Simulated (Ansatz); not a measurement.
Input file:

```yaml
crystal:
  periodic: [false, false, false]
  atoms:
    - {symbol: Si, position_ang: [0.000000, 0.000000, 0.034426]}
    - {symbol: N, position_ang: [0.000000, 0.000000, -2.269838]}
    - {symbol: H, position_ang: [0.000000, 0.000000, 2.235411]}
basis:
  gaussian: {orbitals: aug-cc-pVDZ}
magnetization: {spin_polarized: false}
correlation: {method: ccsd_t, electrons: outside_noble_gas}
```

```sh
$ ansatz run in.yaml --threads 1 --pin off --events-out ev --progress --plain --max-ram 2393MiB
```

Output:

```
593 factors; integrals over basis functions are off by at most 8.8e-4 eV
mean field evaluation 1: about -9335.4116 eV, gradient 6.1e1 eV
mean field evaluation 2: about -9335.4116 eV, gradient 6.1e1 eV
mean field evaluation 4: about -9345.7020 eV, gradient 2.8e1 eV
mean field evaluation 8: about -9349.1837 eV, gradient 2.5e-1 eV
mean field evaluation 16: about -9349.1916 eV, gradient 6.7e-1 eV
mean field evaluation 32: about -9349.1836 eV, gradient 2.6e-1 eV
mean field evaluation 64: about -9348.9014 eV, gradient 3.5e-1 eV
mean field evaluation 96: about -9346.0417 eV, gradient 2.0e0 eV
mean field evaluation 128: about -9343.0304 eV, gradient 1.8e1 eV
mean field evaluation 160: about -9349.2126 eV, gradient 4.8e-2 eV
...
mean field evaluation 864: about -9334.2665 eV, gradient 8.1e-3 eV
mean field -9349.21279623 eV, -343.5772331375 hartree, gradient 2.4e-6 eV, S^2 0.000000; 14 other end points of the search recorded, 0 dependent functions left out; unrestricted orbitals would lower it
mean field evaluation 896: about -9352.7207 eV, gradient 2.3e-2 eV
mean field evaluation 928: about -9349.2128 eV, gradient 1.4e-4 eV
mean field evaluation 960: about -9352.4849 eV, gradient 5.9e-1 eV
mean field evaluation 992: about -9353.9442 eV, gradient 1.4e0 eV
mean field evaluation 1024: about -9351.8914 eV, gradient 3.7e0 eV
mean field evaluation 1056: about -9349.2943 eV, gradient 1.5e0 eV
mean field evaluation 1088: about -9349.1840 eV, gradient 4.5e-4 eV
determinant -9349.21279623 eV, -343.5772331375 hartree, with singles and doubles -9358.10676640 eV, -343.9040805128 hartree
determinant -9349.18395941 eV, -343.5761734039 hartree, with singles and doubles -9358.35153789 eV, -343.9130756988 hartree
determinant -9348.90210759 eV, -343.5658155404 hartree, with singles and doubles -9356.37427334 eV, -343.8404125671 hartree
determinant -9345.81136348 eV, -343.4522327894 hartree, with singles and doubles -9353.85803647 eV, -343.7479425674 hartree
determinant -9349.21279623 eV, -343.5772331375 hartree, with singles and doubles -9358.08346517 eV, -343.9032242082 hartree
determinant -9349.18395941 eV, -343.5761734039 hartree, with singles and doubles -9358.34557187 eV, -343.9128564518 hartree
determinant -9349.21279623 eV, -343.5772331375 hartree, with singles and doubles -9358.52471916 eV, -343.9194399933 hartree
determinant -9349.18395941 eV, -343.5761734039 hartree, with singles and doubles -9358.47156181 eV, -343.9174864968 hartree
mean field evaluation 1120: about -9349.1840 eV, gradient 1.5e-6 eV
unrestricted determinant -9354.06019324 eV, -343.7553716920 hartree, S^2 2.8737
6 core orbitals not correlated: weight in the atoms' cores, before any rotation towards them, 1.000 or more for the frozen orbitals, at most 0.000 for the correlated occupied ones
reference -9349.18395941 eV, -343.5761734039 hartree; 5, 5 occupied and 48, 48 virtual orbitals, 593 factors
second order -7.56560118 eV of doubles, -0.00000000 eV of singles
cycle   1  -9.28759882 eV  change    3.6e-6 eV  update   3.6e-6
perturbative correction -1.63712756 eV, -0.0601633280 hartree
WARN: the results are in doubt because among natural orbitals full CI differs from the method by +0.233 eV
Total energy: -9360.10868578 eV, -343.9776496930 hartree
In doubt: among natural orbitals full CI differs from the method by +0.233 eV
```

Ran on 1 thread of Arm Neoverse V1, shared host: 11 s wall, 0.15 GiB peak host memory.
